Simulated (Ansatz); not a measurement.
```yaml
crystal:
  periodic: [false, false, false]
  atoms:
    - {symbol: P, position_ang: [-1.557099, -0.119999, -0.000975]}
    - {symbol: N, position_ang: [-0.043340, 0.446201, 0.001823]}
    - {symbol: S, position_ang: [1.522828, -0.125125, -0.000044]}
    - {symbol: H, position_ang: [0.006743, 1.467510, 0.006043]}
basis:
  gaussian: {orbitals: def2-TZVP}
magnetization: {spin_polarized: true, initial_magnetization: 1}
hamiltonian: {xc: pbe0}
relax: {f_tol: 0.004, max_steps: 80}
```

```sh
$ ansatz run in.yaml --threads 1 --pin off --events-out ev --progress --plain --max-ram 2176MiB
```

Steps of the relaxation (energy above the last step; positions in Å, forces in eV/Å):

```
4
step 1, 94.2 meV
P    -1.557   -0.120   -0.001   -0.967   -0.665   -0.003
N    -0.043    0.446    0.002    1.542    1.117    0.005
S     1.523   -0.125    0.000   -0.290   -0.370   -0.002
H     0.007    1.468    0.006   -0.284   -0.082    0.000
```

```
4
step 2, 56.7 meV
P    -1.553   -0.133   -0.001   -0.596   -0.501   -0.002
N    -0.035    0.461    0.002    1.100    0.796    0.004
S     1.517   -0.141    0.000   -0.322   -0.256   -0.001
H     0.000    1.482    0.006   -0.182   -0.039    0.000
```

```
4
step 3, 2.7 meV
P    -1.512   -0.196   -0.001    0.127    0.035    0.000
N    -0.010    0.530    0.002   -0.206   -0.162   -0.001
S     1.468   -0.212    0.000   -0.076    0.119    0.000
H    -0.016    1.547    0.006    0.156    0.008    0.000
```

```
4
step 4, 0.2 meV
P    -1.519   -0.195   -0.001    0.064    0.010   -0.001
N    -0.017    0.523    0.002   -0.069    0.020    0.004
S     1.468   -0.199    0.000   -0.005   -0.011   -0.001
H    -0.004    1.541    0.007    0.010   -0.019   -0.002
```

```
4
step 6, 0.0 meV
P    -1.515   -0.198   -0.001   -0.003   -0.002    0.000
N    -0.019    0.526    0.002   -0.002    0.006    0.000
S     1.465   -0.202    0.000    0.004   -0.002    0.000
H    -0.002    1.543    0.006    0.001   -0.002    0.000
```

```
4
step 7, 0.0 meV
P    -1.515   -0.199   -0.001    0.000    0.000    0.000
N    -0.019    0.526    0.002    0.000    0.000    0.000
S     1.465   -0.202    0.000    0.000    0.000    0.000
H    -0.002    1.543    0.006    0.000    0.000    0.000
```

Close pairs at the end: N2–H4 1.017 Å, N2–S3 1.652 Å, P1–N2 1.662 Å.

A stationary point of unrestricted PBE0 after 7 steps, with ⟨S²⟩ = 1.210 against 0.75 for a pure state; no frequencies were run, so it isn't proven a minimum. 55 s on 1 thread of Intel Xeon Platinum 8175M, shared host.
